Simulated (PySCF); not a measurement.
Two structures of AlH3S2, singlet, reached by relaxing down either side of one saddle point (PBE0-D4/def2-TZVP). Energies are electronic, without zero-point energy. Computed with PySCF 2.14 with density fitting (its default auxiliary sets; JK sets also for MP2 and CCSD(T)) (basis: def2-TZVPP and def2-QZVPP); correlated methods freeze the cores. Extrapolation: Hartree–Fock as exp(−7.88 √X), correlation as X^−2.97. First:

```
6
angstrom
Al -0.6992 0.3399 -0.3410
S 0.7484 1.6551 0.6240
S -0.4131 -1.8192 -0.4561
H 0.7619 -1.8103 0.1949
H -1.9924 0.9683 -0.9767
H 1.5885 0.6635 0.9661
```

Second:

```xyz
6
angstrom
Al -1.2022 -0.1364 -0.3340
S 1.1349 0.7720 0.0970
S -0.8862 -1.6523 -1.6398
H 1.6042 -0.4488 -0.2186
H -2.0496 0.8286 0.5815
H 1.2851 0.6035 1.4245
```

(1) Which bonds change from the first to the second?

(2) Give the saddle point's structure and its height above each. (Judge from chemistry; the value comes from the calculation.)

The T1 diagnostic stays at or below 0.018.

Answers

(1) AlH₃S₂ ([SH][AlH][SH]) → AlHS ([AlH][S]) + H₂S (still joined by a long Al–S bond); bonds formed: S2–H4; bonds broken: S3–H4; bonds weakened to dative contacts: Al1–S2.

(2) Computed: 168.5 kJ/mol above the first and 7.9 kJ/mol above the second (CCSD(T) at an estimated basis limit (MP2 extrapolated from triple and quadruple zeta, plus CCSD(T) − MP2 in triple zeta)).
Al1  (-1.071, 0.008, -0.290)
S2  (1.238, 0.824, 0.200)
S3  (-0.502, -1.737, -1.193)
H4  (1.185, -0.443, -0.414)
H5  (-2.117, 1.048, 0.258)
H6  (1.267, 0.301, 1.439)
(Å)

Labels in which every atom is bracketed show which atoms are joined, not bond orders.

For scale, one of the runs: CCSD(T)/def2-TZVPP, 168 basis functions, launched by `OMP_NUM_THREADS=4 python run.py`. Time: 45 s of wall clock on 4 CPU threads of an AMD EPYC 9R45; the host was shared. Peak host memory: 1.1 GiB.
